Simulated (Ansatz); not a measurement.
SiPNH8 (SMILES [SiH3]N.P), closed shell: a relaxation.

in.yaml

```yaml
crystal:
  periodic: [false, false, false]
  atoms:
    - {symbol: Si, position_ang: [-0.347342, -0.566900, -1.678391]}
    - {symbol: N, position_ang: [0.779139, 0.398345, -0.749661]}
    - {symbol: H, position_ang: [-0.491349, -1.893122, -0.983197]}
    - {symbol: H, position_ang: [-1.659830, 0.167068, -1.685083]}
    - {symbol: H, position_ang: [0.015710, -0.851959, -3.120417]}
    - {symbol: H, position_ang: [0.876225, 1.391134, -0.979168]}
    - {symbol: H, position_ang: [1.701153, 0.005884, -0.540214]}
    - {symbol: P, position_ang: [0.343265, 0.509253, 2.325365]}
    - {symbol: H, position_ang: [-0.178431, -0.776864, 1.945839]}
    - {symbol: H, position_ang: [-0.807327, 1.203781, 1.813526]}
    - {symbol: H, position_ang: [-0.231313, 0.413281, 3.651401]}
basis:
  gaussian: {orbitals: def2-TZVP}
hamiltonian: {xc: pbe0, dispersion: d4}
relax: {f_tol: 0.005, max_steps: 200}
```

Run by:

```bash
ansatz run in.yaml --threads 4 --pin off --events-out ev --progress --plain --max-ram 9574MiB
```

The run's output (Ansatz 0.2.0):

```
Functional definition: PBE0
  name "PBE0"
  cite "Adamo & Barone, J. Chem. Phys. 110, 6158 (1999) doi:10.1063/1.478522"
  cite "Perdew, Burke & Ernzerhof, Phys. Rev. Lett. 77, 3865 (1996) doi:10.1103/PhysRevLett.77.3865"
  parent pbe
  parameter a = 0.25
  parameter kappa = 0.804
  parameter beta = 0.06672455060314922
  exchange = (1 - a)*pbe_x(kappa = kappa, mu = beta*pi^2/3) + a*exact_x
  correlation = pbe_c(beta = beta)
1057 factors; their error is unknown
mean field evaluation 1: about -18773.3415 eV, gradient 5.5e1 eV
mean field evaluation 2: about -18765.1123 eV, gradient 7.8e1 eV
mean field evaluation 4: about -18779.1360 eV, gradient 1.9e0 eV
mean field evaluation 8: about -18779.1453 eV, gradient 6.1e-2 eV
mean field evaluation 16: about -18779.1871 eV, gradient 2.9e-5 eV
mean field -18779.18709578 eV, -690.1223967797 hartree, gradient 2.9e-5 eV, S^2 0.000000; 0 other end points of the search recorded, 0 dependent functions left out
the calculation of the forces begins
reference -18779.18713186 eV, -690.1223981058 hartree; 22, 22 occupied and 131, 131 virtual orbitals, 1057 factors
relax step   1: F+E_penalty+E_count = -18779.34354077 eV  Δ(F+E_penalty+E_count) = +0.000e0 eV  max|allowed force component| = 7.575e-1 eV/Å  Δτ_max = 0.0000 Å  (26 SCF iters, accepted)
relax step   2: F+E_penalty+E_count = -18779.38645716 eV  Δ(F+E_penalty+E_count) = -4.292e-2 eV  max|allowed force component| = 2.134e-1 eV/Å  Δτ_max = 0.1410 Å  (29 SCF iters, accepted)
relax step   3: F+E_penalty+E_count = -18779.39371705 eV  Δ(F+E_penalty+E_count) = -7.260e-3 eV  max|allowed force component| = 1.100e-1 eV/Å  Δτ_max = 0.0564 Å  (29 SCF iters, accepted)
relax step   4: F+E_penalty+E_count = -18779.39489695 eV  Δ(F+E_penalty+E_count) = -1.180e-3 eV  max|allowed force component| = 6.457e-2 eV/Å  Δτ_max = 0.0195 Å  (29 SCF iters, accepted)
relax step   5: F+E_penalty+E_count = -18779.39609786 eV  Δ(F+E_penalty+E_count) = -1.201e-3 eV  max|allowed force component| = 2.998e-2 eV/Å  Δτ_max = 0.0440 Å  (28 SCF iters, accepted)
relax step   6: F+E_penalty+E_count = -18779.39632471 eV  Δ(F+E_penalty+E_count) = -2.269e-4 eV  max|allowed force component| = 6.502e-3 eV/Å  Δτ_max = 0.0207 Å  (29 SCF iters, accepted)
relax step   7: F+E_penalty+E_count = -18779.39671497 eV  Δ(F+E_penalty+E_count) = -3.903e-4 eV  max|allowed force component| = 5.717e-2 eV/Å  Δτ_max = 0.0865 Å  (27 SCF iters, accepted)
relax step   8: F+E_penalty+E_count = -18779.39696613 eV  Δ(F+E_penalty+E_count) = -2.512e-4 eV  max|allowed force component| = 3.943e-2 eV/Å  Δτ_max = 0.0104 Å  (29 SCF iters, accepted)
relax step   9: F+E_penalty+E_count = -18779.39730817 eV  Δ(F+E_penalty+E_count) = -3.420e-4 eV  max|allowed force component| = 2.173e-2 eV/Å  Δτ_max = 0.0363 Å  (28 SCF iters, accepted)
relax step  10: F+E_penalty+E_count = -18779.39742270 eV  Δ(F+E_penalty+E_count) = -1.145e-4 eV  max|allowed force component| = 3.692e-2 eV/Å  Δτ_max = 0.0419 Å  (28 SCF iters, accepted)
relax step  11: F+E_penalty+E_count = -18779.39750045 eV  Δ(F+E_penalty+E_count) = -7.775e-5 eV  max|allowed force component| = 2.069e-2 eV/Å  Δτ_max = 0.0126 Å  (29 SCF iters, accepted)
relax step  12: F+E_penalty+E_count = -18779.39767945 eV  Δ(F+E_penalty+E_count) = -1.790e-4 eV  max|allowed force component| = 1.062e-2 eV/Å  Δτ_max = 0.0384 Å  (28 SCF iters, accepted)
relax step  13: F+E_penalty+E_count = -18779.39193735 eV  Δ(F+E_penalty+E_count) = +5.742e-3 eV  max|allowed force component| = 3.888e-1 eV/Å  Δτ_max = 0.1777 Å  (27 SCF iters, rejected (line search))
relax step  14: F+E_penalty+E_count = -18779.39772076 eV  Δ(F+E_penalty+E_count) = -4.131e-5 eV  max|allowed force component| = 8.088e-3 eV/Å  Δτ_max = 0.0106 Å  (30 SCF iters, accepted)
relax step  15: F+E_penalty+E_count = -18779.39793650 eV  Δ(F+E_penalty+E_count) = -2.157e-4 eV  max|allowed force component| = 8.948e-3 eV/Å  Δτ_max = 0.0393 Å  (28 SCF iters, accepted)
relax step  16: F+E_penalty+E_count = -18779.39546118 eV  Δ(F+E_penalty+E_count) = +2.475e-3 eV  max|allowed force component| = 2.956e-1 eV/Å  Δτ_max = 0.1463 Å  (27 SCF iters, rejected (line search))
relax step  17: F+E_penalty+E_count = -18779.39782911 eV  Δ(F+E_penalty+E_count) = +1.074e-4 eV  max|allowed force component| = 2.846e-2 eV/Å  Δτ_max = 0.0074 Å  (29 SCF iters, rejected (line search))
relax step  18: F+E_penalty+E_count = -18779.39796410 eV  Δ(F+E_penalty+E_count) = -2.760e-5 eV  max|allowed force component| = 3.555e-3 eV/Å  Δτ_max = 0.0036 Å  (22 SCF iters, accepted)
relax step  19: F+E_penalty+E_count = -18779.39826510 eV  Δ(F+E_penalty+E_count) = -3.010e-4 eV  max|allowed force component| = 4.838e-2 eV/Å  Δτ_max = 0.0731 Å  (29 SCF iters, accepted)
relax step  20: F+E_penalty+E_count = -18779.39836884 eV  Δ(F+E_penalty+E_count) = -1.037e-4 eV  max|allowed force component| = 7.832e-2 eV/Å  Δτ_max = 0.0370 Å  (28 SCF iters, accepted)
relax step  21: F+E_penalty+E_count = -18779.39856494 eV  Δ(F+E_penalty+E_count) = -1.961e-4 eV  max|allowed force component| = 5.858e-2 eV/Å  Δτ_max = 0.0154 Å  (29 SCF iters, accepted)
relax step  22: F+E_penalty+E_count = -18779.39902330 eV  Δ(F+E_penalty+E_count) = -4.584e-4 eV  max|allowed force component| = 2.029e-2 eV/Å  Δτ_max = 0.0548 Å  (28 SCF iters, accepted)
relax step  23: F+E_penalty+E_count = -18779.39852809 eV  Δ(F+E_penalty+E_count) = +4.952e-4 eV  max|allowed force component| = 1.652e-1 eV/Å  Δτ_max = 0.1118 Å  (27 SCF iters, rejected (line search))
relax step  24: F+E_penalty+E_count = -18779.38559808 eV  Δ(F+E_penalty+E_count) = +1.343e-2 eV  max|allowed force component| = 3.201e-1 eV/Å  Δτ_max = 0.0446 Å  (29 SCF iters, rejected (line search))
relax step  25: F+E_penalty+E_count = -18779.39915012 eV  Δ(F+E_penalty+E_count) = -1.268e-4 eV  max|allowed force component| = 4.728e-3 eV/Å  Δτ_max = 0.0223 Å  (29 SCF iters, accepted)
relax step  26: F+E_penalty+E_count = -18779.39926322 eV  Δ(F+E_penalty+E_count) = -1.131e-4 eV  max|allowed force component| = 1.291e-1 eV/Å  Δτ_max = 0.0978 Å  (27 SCF iters, accepted)
relax step  27: F+E_penalty+E_count = -18779.39970184 eV  Δ(F+E_penalty+E_count) = -4.386e-4 eV  max|allowed force component| = 4.595e-2 eV/Å  Δτ_max = 0.0126 Å  (28 SCF iters, accepted)
relax step  28: F+E_penalty+E_count = -18779.39991490 eV  Δ(F+E_penalty+E_count) = -2.131e-4 eV  max|allowed force component| = 2.355e-2 eV/Å  Δτ_max = 0.0285 Å  (28 SCF iters, accepted)
relax step  29: F+E_penalty+E_count = -18779.39961095 eV  Δ(F+E_penalty+E_count) = +3.040e-4 eV  max|allowed force component| = 1.478e-1 eV/Å  Δτ_max = 0.1126 Å  (27 SCF iters, rejected (line search))
relax step  30: F+E_penalty+E_count = -18779.40022451 eV  Δ(F+E_penalty+E_count) = -3.096e-4 eV  max|allowed force component| = 4.355e-2 eV/Å  Δτ_max = 0.0556 Å  (28 SCF iters, accepted)
relax step  31: F+E_penalty+E_count = -18779.40018717 eV  Δ(F+E_penalty+E_count) = +3.734e-5 eV  max|allowed force component| = 8.598e-2 eV/Å  Δτ_max = 0.0619 Å  (28 SCF iters, rejected (line search))
relax step  32: F+E_penalty+E_count = -18779.40042465 eV  Δ(F+E_penalty+E_count) = -2.001e-4 eV  max|allowed force component| = 3.282e-2 eV/Å  Δτ_max = 0.0304 Å  (28 SCF iters, accepted)
relax step  33: F+E_penalty+E_count = -18779.40060880 eV  Δ(F+E_penalty+E_count) = -1.841e-4 eV  max|allowed force component| = 3.942e-2 eV/Å  Δτ_max = 0.0487 Å  (28 SCF iters, accepted)
relax step  34: F+E_penalty+E_count = -18779.40067287 eV  Δ(F+E_penalty+E_count) = -6.407e-5 eV  max|allowed force component| = 5.245e-2 eV/Å  Δτ_max = 0.0259 Å  (28 SCF iters, accepted)
relax step  35: F+E_penalty+E_count = -18779.40075546 eV  Δ(F+E_penalty+E_count) = -8.260e-5 eV  max|allowed force component| = 4.587e-2 eV/Å  Δτ_max = 0.0113 Å  (29 SCF iters, accepted)
relax step  36: F+E_penalty+E_count = -18779.40090049 eV  Δ(F+E_penalty+E_count) = -1.450e-4 eV  max|allowed force component| = 1.234e-2 eV/Å  Δτ_max = 0.0297 Å  (28 SCF iters, accepted)
relax step  37: F+E_penalty+E_count = -18779.40097840 eV  Δ(F+E_penalty+E_count) = -7.792e-5 eV  max|allowed force component| = 1.822e-2 eV/Å  Δτ_max = 0.0353 Å  (28 SCF iters, accepted)
relax step  38: F+E_penalty+E_count = -18779.40101976 eV  Δ(F+E_penalty+E_count) = -4.136e-5 eV  max|allowed force component| = 1.684e-2 eV/Å  Δτ_max = 0.0392 Å  (28 SCF iters, accepted)
relax step  39: F+E_penalty+E_count = -18779.40104658 eV  Δ(F+E_penalty+E_count) = -2.682e-5 eV  max|allowed force component| = 1.317e-2 eV/Å  Δτ_max = 0.0027 Å  (21 SCF iters, accepted)
relax step  40: F+E_penalty+E_count = -18779.40110080 eV  Δ(F+E_penalty+E_count) = -5.422e-5 eV  max|allowed force component| = 6.395e-3 eV/Å  Δτ_max = 0.0186 Å  (29 SCF iters, accepted)
relax step  41: F+E_penalty+E_count = -18779.40113209 eV  Δ(F+E_penalty+E_count) = -3.129e-5 eV  max|allowed force component| = 1.338e-2 eV/Å  Δτ_max = 0.0302 Å  (28 SCF iters, accepted)
relax step  42: F+E_penalty+E_count = -18779.40114540 eV  Δ(F+E_penalty+E_count) = -1.331e-5 eV  max|allowed force component| = 1.813e-2 eV/Å  Δτ_max = 0.0316 Å  (28 SCF iters, accepted)
relax step  43: F+E_penalty+E_count = -18779.40115418 eV  Δ(F+E_penalty+E_count) = -8.778e-6 eV  max|allowed force component| = 1.128e-2 eV/Å  Δτ_max = 0.0050 Å  (22 SCF iters, accepted)
relax step  44: F+E_penalty+E_count = -18779.40116297 eV  Δ(F+E_penalty+E_count) = -8.790e-6 eV  max|allowed force component| = 4.144e-3 eV/Å  Δτ_max = 0.0080 Å  (29 SCF iters, accepted)
relax step  45: F+E_penalty+E_count = -18779.40116906 eV  Δ(F+E_penalty+E_count) = -6.092e-6 eV  max|allowed force component| = 3.513e-3 eV/Å  Δτ_max = 0.0153 Å  (29 SCF iters, accepted)
Total energy: -18779.40120521 eV, -690.1302651563 hartree
Atom 0 at    -0.307218    -0.620629    -1.753958 Å, force    -0.000432     0.001086    -0.001631 eV/Å
Atom 1 at     0.560661     0.622325    -0.939395 Å, force    -0.003512    -0.001546     0.000376 eV/Å
Atom 2 at    -0.640075    -1.674086    -0.760284 Å, force    -0.000019    -0.000378     0.000446 eV/Å
Atom 3 at    -1.548825    -0.018627    -2.305013 Å, force    -0.001096     0.000551     0.000315 eV/Å
Atom 4 at     0.408677    -1.284295    -2.884193 Å, force     0.001061    -0.001077    -0.000176 eV/Å
Atom 5 at     0.702535     1.509160    -1.395982 Å, force     0.001385     0.000288    -0.000137 eV/Å
Atom 6 at     1.360322     0.379469    -0.374931 Å, force     0.002523     0.001149     0.000730 eV/Å
Atom 7 at     0.382622     0.152550     2.386055 Å, force    -0.002329    -0.000023     0.000590 eV/Å
Atom 8 at    -0.800966    -0.480870     1.931458 Å, force     0.001240     0.000519    -0.000576 eV/Å
Atom 9 at    -0.185253     1.450473     2.337712 Å, force     0.000402    -0.001471     0.000392 eV/Å
Atom 10 at     0.067419    -0.035571     3.758532 Å, force     0.000778     0.000901    -0.000328 eV/Å
Dipole moment:     0.094911     0.184236     0.018480 e Å

[the SCF lines of later steps are left out]
```

The lines “mean field evaluation” count trial sets of orbitals through the whole run, from several starts and some on an approximate energy, so they need not fall steadily or lie above the final value.

Hardware: 4 CPU threads of an Arm Neoverse V1, shared host. Wall time about 83 s.
